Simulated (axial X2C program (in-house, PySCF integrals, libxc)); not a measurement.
**CH: one setting changed**

Calculated with an in-house relativistic program for diatomic molecules, spin-free (one-electron X2C) or two-component (2c: spin–orbit coupling with atomic mean-field Coulomb and Gaunt terms, which also bring small scalar terms), in Dyall basis sets with cores contracted in-house; open shells are unrestricted.

Basis sets: C dyall-v3z, H dyall-v3z. Frozen shells (counts by l): CH C 1s, H none, 5 electrons correlated. Where the outer core of a metal is frozen, bonds come out longer and ionisation energies lower.

Standard run:

```tsv
Hamiltonian	level	state	Re (Å)	ωe (cm⁻¹)	De (eV)
spin-free	PBE0	M_S = 1/2, Λ = 1	1.125	2846.8	3.49
spin-free	HF	M_S = 1/2, Λ = 1	1.105	3038.4	2.39
spin-free	MP2	M_S = 1/2, Λ = 1	1.114	2947.2	3.39
2c	PBE0	Ω = 1/2	1.125	2846.6	3.49
2c	HF	Ω = 1/2	1.105	3038.1	2.39
2c	MP2	Ω = 1/2	1.114	2947.0	3.39
```

The run was repeated with the speed of light multiplied by 1.5 (cfac = 1.5, standard 1):

```tsv
Hamiltonian	level	state	Re (Å)	ωe (cm⁻¹)	De (eV)
spin-free	PBE0	M_S = 1/2, Λ = 1	1.125	2847.4	3.49
spin-free	HF	M_S = 1/2, Λ = 1	1.105	3038.9	2.39
spin-free	MP2	M_S = 1/2, Λ = 1	1.114	2947.8	3.39
2c	PBE0	Ω = 1/2	1.125	2847.3	n/a
2c	HF	Ω = 1/2	1.105	3038.8	n/a
2c	MP2	Ω = 1/2	1.114	2947.7	n/a
```

These are model numbers, not those of the real molecule; 2c De is not given for changed settings.

(1) How far did the change move Re and ωe against the standard run?

Each entry is the lowest single determinant of a limited PBE0 search at one distance. De goes to single-determinant-based atoms at the same level (for ions the charge split of lowest energy) and is withheld (n/a) where an atom does not fit its ground term or J level. Main or longest-lived isotopes. One determinant is a doubtful description, or other states lie close, for CH; these need not be ground states, and all values refer to the states named. Some light 2c atoms are not at their ground J level, so De misses part of their lowering (0.04 eV or less). The functionals have no current term, which raises determinants with orbital currents.

Answers

(1) PBE0 spin-free: ΔRe 0.000 Å, Δωe 0.6 cm⁻¹; HF spin-free: ΔRe 0.000 Å, Δωe 0.5 cm⁻¹; MP2 spin-free: ΔRe 0.000 Å, Δωe 0.6 cm⁻¹; PBE0 2c: ΔRe 0.000 Å, Δωe 0.7 cm⁻¹; HF 2c: ΔRe 0.000 Å, Δωe 0.7 cm⁻¹; MP2 2c: ΔRe 0.000 Å, Δωe 0.7 cm⁻¹. Leading relativistic terms scale as 1/c², here by a factor 0.44.
